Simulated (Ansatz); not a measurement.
The first iterations of a band of BClFH (4 atoms, charge 0, multiplicity 1).

Computed with Ansatz 0.2.0, RKS r2SCANh/def2-SVP.

```
movable images  : 3
climbing image  : no
spring          : 5.0 eV/Å²
optimiser       : quadratic models (default)
start path      : through a guess of the saddle point
force threshold : 0.05 eV/Å
iteration limit : 60
end points      : relaxed
```

Image 0:

```xyz
4
Properties=species:S:1:pos:R:3
B 0.246 0.000 0.274
H -0.014 0.000 1.445
Cl 1.905 0.000 -0.278
F -0.714 0.000 -0.619
```

Image 4:

```xyz
4
Properties=species:S:1:pos:R:3
B -0.699 0.001 -0.160
H 1.389 0.000 0.566
Cl 2.621 0.000 0.992
F -1.887 0.000 -0.576
```

| iteration | highest image above the first end (eV) | largest band force component (eV/Å) |
| --- | --- | --- |
| 1 | 4.089 | 4.458 |
| 2 | 3.985 | 3.012 |
| 3 | 4.389 | 4.126 |
| 4 | 4.337 | 3.230 |
| 5 | 3.985 | 1.309 |

Problem. Does the band converge within its limit, and where does its top end?

Solution. The run converged. It ended after 15 iterations with the highest image 3.555 eV above the first end. Neighbouring images differ by up to 2.9 eV, so the band resolves the path poorly. No image climbed, so the highest image needn't sit at the top of the path. So few images can step over the top or miss a turn of the path. The orbitals stay closed-shell, which can raise the energy where a bond breaks towards radicals; this wasn't checked here.

The run took 87 s on 1 thread of Arm Neoverse V1, on a shared host, peak memory 0.11 GiB.
